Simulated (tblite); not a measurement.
Species: C3H4NO2 (doublet state).
Atom-mapped SMILES: `[CH3:1][O:2][C:3](=[O:4])[CH:5]=[N:6]` (hydrogens: H7, H8, H9 on C1; H10 on C5)

Geometry (GFN2-xTB, Å), atoms numbered from 1 in this order:
```
atom  x, y, z in Å
C1    -1.5676   -0.5879   -0.1759
O2    -0.1534   -0.6188    0.0233
C3     0.4720    0.5344    0.0663
O4    -0.0035    1.6299   -0.0029
C5     1.9911    0.3064    0.2183
N6     2.6621   -0.2538   -0.6209
H7    -2.0084    0.2574    0.3554
H8    -1.7839   -0.4994   -1.2415
H9    -1.9497   -1.5299    0.2092
H10    2.3503    0.7663    1.1462
```

Computed geometry: GFN2-xTB, gas phase. This method treats the open shell by occupation alone, without spin polarisation.

Take the most abundant isotopes and a rigid rotor. The values belong to one conformer with, in the numbering `[CH3:1][O:2][C:3](=[O:4])[CH:5]=[N:6]`, C1–O2–C3–O4 2°, O2–C3–C5–N6 63°.

What are A, B and C (MHz)?

Ia = 66.58, Ib = 184.38, Ic = 235.78 u·Å²; 505379 MHz·u·Å²/I gives A = 7590, B = 2741, C = 2143 MHz.

Classify the top.

An asymmetric top: κ = (2 × 2741 − 7590 − 2143)/(7590 − 2143) = -0.78.

Is it planar, by Δ = Ic − Ia − Ib?

Not planar: Δ = Ic − Ia − Ib = -15.18 u·Å². For a rigid frame Δ = −2 Σ m c², so Σ m c² = 7.59 u·Å² lies off the ab plane: 3.14 from hydrogen and 4.45 from heavier atoms. The atom farthest from that plane is 1.22 Å away.

Give the other two planar moments, Paa and Pbb, and the rms extents of the mass along the axes.

Paa = Σ m a² = (Ib + Ic − Ia)/2 = 176.79 and Pbb = Σ m b² = (Ia + Ic − Ib)/2 = 58.99 u·Å². With the mass M = 86.02 u, the rms extents √(P/M) along a, b and c are 1.43, 0.83, 0.30 Å.

List the rotational levels J(Ka,Kc) to J = 2 (MHz).

Above 0(0,0):
J = 1: 1(0,1) 4884, 1(1,1) 9734, 1(1,0) 10331
J = 2: 2(0,2) 14602, 2(1,2) 18905, 2(1,1) 20698, 2(2,1) 35246, 2(2,0) 35298
The levels of one J sum to (2J + 1)J(J + 1)(A + B + C)/3.

Estimate the classical rotational partition function at 10 K, 50 K and 200 K.

Point group C1, symmetry number σ = 1; q = (√π/σ)·√((kT/h)³/(ABC)), k/h = 20836.6 MHz/K: 798 at 10 K, 8930 at 50 K, 71400 at 200 K.

For this open shell read J as N, the rotation without spin; fine and hyperfine splittings come on top. Its GFN2-xTB frequencies are all real (lowest 21 cm⁻¹). Zero-point vibration and centrifugal distortion are left out.
